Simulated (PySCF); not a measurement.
Stepwise substitution at one centre (B F-OH). All species are isolated molecules in the gas phase. One relaxed conformer stands for each flexible species; it need not be the lowest. Strings in code marks are SMILES.

Method: r2SCAN-D4/def2-TZVP in PySCF. All candidates: neutral, multiplicity 1. Excitations are Tamm–Dancoff values on a coarser integration grid. The basis has no diffuse functions, so Rydberg states are missing or too high.

The T1 excitation (TDA) comes out as 7.62 eV and the HOMO–LUMO gap is 7.85 eV. The HOMO is -7.82 eV.

Say which member has these values.
(A) `FB(F)F`
(B) `OB(O)F` (H–O–B–F torsion 0°, F–B–O–H torsion 0°)
(C) `OB(F)F` (H–O–B–F torsion 180°)
(D) `OB(O)O`

D, `OB(O)O`. The others give `OB(F)F` (H–O–B–F torsion 180°): 9.08 eV, 9.60 eV, -9.33 eV; `OB(O)F` (H–O–B–F torsion 0°, F–B–O–H torsion 0°): 8.30 eV, 8.68 eV, -8.31 eV; `FB(F)F`: 10.48 eV, 10.76 eV, -10.54 eV
